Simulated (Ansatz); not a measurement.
# SiH2F (doublet): from Hartree-Fock to the top rungs at a displaced geometry (v1), cc-pVDZ

An exercise on one series of results from a longer session: the logs are not shown, and one member is left open.

Method: cc-pVDZ, core rule «outside noble gas», up to 6 orbitals frozen; program: Ansatz 0.2.0, Gaussian basis.

The runs, in order: UHF; CCSD(T) on ROHF; CCSD(T) on UHF; BCCD(T) on ROHF; CISD as a restricted active space (open shells left free, so some higher excitations enter); CCSDT(Q) on ROHF; CCSDT(Q) on UHF.

36 further runs of the same task are left out: 13 for a known fault of the program, 8 that didn't finish, 15 set aside as unsound or not needed. Runs told in other sessions of the task aren't counted.

## The geometry

The geometry is a PBE0/def2-TZVP stationary point (not a proven minimum) with its atoms shifted at random (size 0.040 Å).

4 atoms, charge 0, spin multiplicity 2.

Atoms are counted from 1 here; the program's logs count them from 0.

Bond lengths: Si1–F2 1.611 Å, Si1–H3 1.481 Å, Si1–H4 1.472 Å. Angles: F2–Si1–H3 113.4°, F2–Si1–H4 113.7°, H3–Si1–H4 132.9°.

Set-up of the first run:

Contents of in.yaml:

```yaml
crystal:
  periodic: [false, false, false]
  atoms:
    - {symbol: Si, position_ang: [0.000497, 0.005763, 0.598978]}
    - {symbol: F, position_ang: [-0.000336, -0.010379, -1.011596]}
    - {symbol: H, position_ang: [0.047628, 1.370325, 1.173710]}
    - {symbol: H, position_ang: [-0.055149, -1.335278, 1.203512]}
basis:
  gaussian: {orbitals: cc-pVDZ}
magnetization: {spin_polarized: true, initial_magnetization: 1}
hamiltonian: {xc: hf}
output: {orbitals: {seedname: orbitals}}
```

Started as:

```sh
ansatz run in.yaml --threads 1 --pin off --events-out ev --progress --plain --max-ram 2393MiB
```

Steps of the session up to this table: UHF; CCSD(T) on ROHF; CCSD(T) on UHF; BCCD(T) on ROHF; CISD as a restricted active space (open shells left free, so some higher excitations enter); CCSDT(Q) on ROHF; CCSDT(Q) on UHF.

One table of the session follows, with a row left open; its other results are not shown here.

```
   method  from UCCSDT(Q) (meV)
     ROHF               +8384.2
      UHF               +8264.2
     RMP2                +753.8
     UMP2                +759.1
     CISD                +763.4
    RCCSD                     ?
    UCCSD                +173.6
 RCCSD(T)                 +32.3
 UCCSD(T)                 +32.3
  BCCD(T)                 +29.2
   RCCSDT                 +15.1
   UCCSDT                 +14.8
RCCSDT(Q)                  +1.9
UCCSDT(Q)                     0
```

**Question.** Estimate the row for RCCSD.

As computed: from UCCSDT(Q) (meV): +175.9. In the column «from UCCSDT(Q) (meV)» it lies between UCCSD (+173.6) and RMP2 (+753.8).

Limits of these values: Restricted and unrestricted rows rest on different reference determinants; a gap between their highest levels can come from leftover correlation error, from unlike frozen cores or from another state.
